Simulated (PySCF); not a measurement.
Molecule: `CF`, CH$_{3}$F.

Geometry:
| atom | x (Å) | y (Å) | z (Å) |
| --- | --- | --- | --- |
| C1 | -0.045 | 0.006 | 0.005 |
| F2 | 1.296 | -0.182 | -0.147 |
| H3 | -0.331 | -0.147 | 1.059 |
| H4 | -0.318 | 1.032 | -0.294 |
| H5 | -0.601 | -0.709 | -0.623 |

Spin–spin couplings on one PBE0-D3(BJ)/def2-SVP geometry, PySCF 2.14.0 with density-fitted response routines, gas phase, non-relativistic, equivalent pairs averaged; isotopes 13C, 1H, 19F; basis pcJ-1.

Reference values (Hz): 1J(C1,H3) = 147.4 (measured; gas, zero-density limit; Jackowski, Slowinski, Molecules 2023, 28, 1499); 1J(C1,F2) = -163.1 (measured; gas, zero-density limit; Jackowski, Slowinski, Molecules 2023, 28, 1499); 2J(F2,H3) = 46.6 (measured; gas, zero-density limit; Jackowski, Slowinski, Molecules 2023, 28, 1499).

Task: How do the couplings (Hz) change with the functional? Times are CPU seconds on shared hosts with different chips, so compare them loosely; the GGAs took longer than the global hybrids here, which isn't the general rule, and the cause wasn't traced.

Result: 
```
functional  functions  1J(C1,H3)  1J(C1,F2)  2J(F2,H3)  mean abs. error  core-s
        HF         84      186.3     -136.2       67.7             29.0    0.75
       LDA         84      114.9     -254.3       36.6             44.6     1.5
       PBE         84      138.4     -269.3       46.8             38.4     2.3
       KT2         84      146.4     -268.4       46.4             35.5     2.5
     B3LYP         84      152.4     -245.3       53.3             31.3       2
      PBE0         84      144.0     -239.6       51.9             28.4     2.2
     B97-2         84      138.8     -231.0       45.3             26.0     2.2
 BHandHLYP         84      164.7     -206.7       61.2             25.2     1.6
 CAM-B3LYP         84      150.0     -229.8       52.9             25.2     1.9
```

Errors compare magnitudes, without vibrational corrections, and the largest couplings weigh most in the mean. Closest: CAM-B3LYP and BHandHLYP, practically level; furthest: LDA.
